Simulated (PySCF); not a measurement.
CH6Si. Atoms are numbered in the order given.

```xyz
8

Si     0.0000     0.0000    -0.6316
C      0.0000     0.0000     1.2390
H      1.2055     0.6960    -1.1575
H     -1.2055     0.6960    -1.1575
H      0.0000    -1.3920    -1.1575
H      0.8842    -0.5105     1.6267
H     -0.8842    -0.5105     1.6267
H      0.0000     1.0210     1.6267
```
Charge 0, spin multiplicity 1.

Geometry: PBE0-D3(BJ)/def2-TZVP. The isomer is the one that the SMILES or the coordinates give; other isomers of the formula were not compared.

All values below come from PBE0-D3(BJ)/def2-TZVP (PySCF 2.14.0).

Frequencies are harmonic and unscaled.

Modes within 1.5 cm⁻¹ of each other (mostly degenerate sets) share a row, with their intensities summed.

### Question
List the normal modes with their intensities. (An estimate is asked for; the answer gives what the named calculation found.)

### Answer

```tsv
mode	ν (cm⁻¹)	IR (km/mol)	moving atoms (share of kinetic energy)
1	199	0.0	H 100 %
2–3	514	17.0	H 97 %
4	707	10.5	C 51 %, Si 28 %, H 21 %
5–6	880	125.9	H 74 %, C 18 %
7	935	205.6	H 90 %, Si 10 %
8–9	952	75.3	H 98 %
10	1279	16.7	H 80 %, C 20 %
11–12	1453	7.1	H 96 %
13–15	2219	318.6	H 99 %
16	3055	3.4	H 97 %
17–18	3141	10.1	H 91 %, C 9 %
```
